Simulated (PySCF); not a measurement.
# C2F3N: the cost of one run

The runs use PySCF 2.14.0, with density-fitted response routines of our own; the level of theory stands in each step. All values are computed, except where a source is named. Atoms count from 0, in the outputs and in this text.

### Step 1. Starting geometry

6 atoms, charge 0, multiplicity 1; geometry from: MMFF94s. The atoms were then displaced at random by about 0.03 Å, so the start is not that level's minimum.

Bonds of the start (Å): C0–N1 1.25, N1–C2 1.47, C2–F3 1.29, C2–F4 1.33, C2–F5 1.35.

### Step 2. Optimising the geometry at PBE0-D3(BJ)/def2-SVP

The job: settings as JSON, then the geometry in Å.

```
{"job": {"xc": "PBE0", "basis": "def2-SVP", "d3": "d3bj", "grid": 1, "shake": 0.03, "kind": "geom"}, "charge": 0, "multiplicity": 1}
C      2.240390    -0.057300     0.043820
N      0.988010    -0.004640     0.007960
C     -0.484970    -0.010730    -0.032050
F     -0.800290    -0.999000    -0.796730
F     -0.944820    -0.198970     1.205590
F     -0.935200     1.174620    -0.497860
```

The run is started by

```bash
$ OMP_NUM_THREADS=1 python probes_run.py task.json out
```

The driver reads the jobs from task.json and runs them one after another.

**Question.** How long does this first job take on 1 thread of Arm Neoverse V1, shared host, and how much memory does it need?

About 29 s, with a peak of 0.35 GiB.
